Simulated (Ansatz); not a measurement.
Relaxation of CH4SSi (7 atoms, charge 0, multiplicity 1), to a largest force component of 0.015 eV/Å in at most 40 steps.

These are results of RKS PBE0/def2-SVP in Ansatz, not measurements.

```xyz
7
Properties=species:S:1:pos:R:3:forces:R:3
Si -1.100 0.221 -0.650 1.12 -0.56 1.21
C 0.168 -0.130 0.519 0.02 0.99 -1.33
S 1.855 0.408 0.258 -0.70 0.14 -0.15
H -0.852 0.740 -1.984 0.24 0.22 -0.53
H -2.492 -0.076 -0.356 -0.58 -0.07 0.21
H -0.021 -0.447 1.533 -0.38 -0.37 0.44
H 2.442 -0.716 0.681 0.27 -0.36 0.14
```

Question: Where does it end, and by what steps?

Answer: The run converged. After 6 steps the energy has fallen by 0.099 eV; H5 moved furthest, 0.10 Å.

| step | energy less start (eV) | largest force component (eV/Å) | accepted |
| --- | --- | --- | --- |
| 0 | 0.0000 | 1.331 | yes |
| 1 | -0.0259 | 0.715 | yes |
| 2 | -0.0713 | 0.650 | yes |
| 3 | -0.0863 | 0.553 | yes |
| 4 | -0.0983 | 0.096 | yes |
| 5 | -0.0990 | 0.037 | yes |
| 6 | -0.0991 | 0.012 | yes |

```xyz
7
Properties=species:S:1:pos:R:3
Si -1.085 0.152 -0.669
C 0.186 -0.083 0.474
S 1.854 0.394 0.224
H -0.851 0.765 -1.999
H -2.498 -0.039 -0.259
H -0.063 -0.501 1.457
H 2.456 -0.688 0.772
```

Whether the end is a true minimum wasn't checked by a vibrational analysis.

The run took 19 s on 1 thread of Arm Neoverse V1 (shared host), peak memory 0.14 GiB.
